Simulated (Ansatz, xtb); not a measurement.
## C4H9Cl: which of two isomers lies lower

We compare I, `CC(C)CCl`, a singlet, with II, `CCCCCl`, a singlet. Both are isolated molecules in the gas phase, relaxed with r2SCAN-D4/def2-SVP; each stands in its lowest conformer found.

I (Å):

```yaml
atoms:
  - { symbol: C, position_ang: [0.3050, 0.8070, 0.0387] }
  - { symbol: C, position_ang: [0.2891, -0.2592, -1.0553] }
  - { symbol: C, position_ang: [1.3053, 0.0403, -2.1558] }
  - { symbol: C, position_ang: [0.4530, -1.6650, -0.4894] }
  - { symbol: Cl, position_ang: [2.0523, -1.9123, 0.3258] }
  - { symbol: H, position_ang: [0.1108, 1.8048, -0.3843] }
  - { symbol: H, position_ang: [-0.4593, 0.6090, 0.8076] }
  - { symbol: H, position_ang: [1.2869, 0.8320, 0.5372] }
  - { symbol: H, position_ang: [-0.7218, -0.2707, -1.5120] }
  - { symbol: H, position_ang: [1.1206, 1.0306, -2.6004] }
  - { symbol: H, position_ang: [1.2599, -0.7086, -2.9631] }
  - { symbol: H, position_ang: [2.3281, 0.0344, -1.7470] }
  - { symbol: H, position_ang: [0.3959, -2.4261, -1.2815] }
  - { symbol: H, position_ang: [-0.3114, -1.8838, 0.2707] }
```

II (Å):

```xyz
14

C    -0.4772    0.1078   -0.5728
C    -0.5036    0.0897    0.9513
C    -0.1291   -1.2747    1.5308
C    -0.1593   -1.2764    3.0460
Cl    0.2838   -2.8917    3.7179
H     0.5254   -0.1430   -0.9561
H    -0.7493    1.0978   -0.9699
H    -1.1840   -0.6270   -0.9915
H    -1.5095    0.3764    1.3100
H     0.1880    0.8573    1.3451
H    -0.8212   -2.0491    1.1555
H     0.8797   -1.5676    1.1900
H     0.5552   -0.5536    3.4680
H    -1.1618   -1.0391    3.4332
```

Question: Estimate which is lower in electronic energy at CCSD(T)/def2-SVP + ΔMP2/def2-TZVPP, and by roughly how much.

Answer: The CCSD(T)/def2-SVP + ΔMP2/def2-TZVPP calculation puts structure I lower, by 0.075 eV.

The same difference at several levels:

```
                             level            geometry  E(II) − E(I) (eV)  departure from the last row (eV)  job, with rough time for the two
                          GFN2-xTB            GFN2-xTB              +0.063                            −0.013               optimisation, 0.1 s
                         HF/STO-3G            GFN2-xTB              −0.020                            −0.096              single point, 0.36 s
      r2SCAN-D4/def2-SVP//GFN2-xTB            GFN2-xTB              +0.093                            +0.018               single point, 5.1 s
                r2SCAN-D4/def2-SVP  r2SCAN-D4/def2-SVP              +0.100                            +0.025                optimisation, 33 s
                       HF/def2-SVP  r2SCAN-D4/def2-SVP              +0.015                            −0.060           part of the CCSD(T) run
                      MP2/def2-SVP  r2SCAN-D4/def2-SVP              +0.113                            +0.038           part of the CCSD(T) run
                  CCSD(T)/def2-SVP  r2SCAN-D4/def2-SVP              +0.099                            +0.023                      single point
CCSD(T)/def2-SVP + ΔMP2/def2-TZVPP  r2SCAN-D4/def2-SVP              +0.075                                                  single point, 51 s
```

As drawn, both hold the same kinds of bond in the same numbers. Structure I has 2 methyl groups, II 1.

HF/STO-3G, HF/def2-SVP find them nearly level. The largest departure from CCSD(T)/def2-SVP + ΔMP2/def2-TZVPP is that of HF/STO-3G, 0.096 eV. The last row adds to CCSD(T) the change of the MP2 difference between the two basis sets, here −0.023 eV.

With thermal terms from frequencies at re-optimised GFN2-xTB minima (ideal gas, soft modes damped towards free rotors, one conformer each, 298.15 K, 1 atm): the zero-point term adds +0.008 eV; ΔH is +0.087 and ΔG +0.066 eV.

Tabulated enthalpies of formation at 298 K are −159.3 kJ/mol for I (CRC Handbook of Chemistry and Physics) and −154.4 kJ/mol for II (CRC Handbook of Chemistry and Physics), a difference of +0.051 eV. Calculated less tabulated ΔH, with the same thermal term: GFN2-xTB +0.023, HF/STO-3G −0.060, r2SCAN-D4/def2-SVP//GFN2-xTB +0.054, r2SCAN-D4/def2-SVP +0.061, HF/def2-SVP −0.025, MP2/def2-SVP +0.074, CCSD(T)/def2-SVP +0.059, CCSD(T)/def2-SVP + ΔMP2/def2-TZVPP +0.036 eV. Handbook values carry no stated uncertainty.

The correlated steps freeze 9 core orbitals. Codes used: Ansatz 0.2.0, xtb 6.7.1; the last row on 2 threads of Arm Neoverse V2 on a shared host.
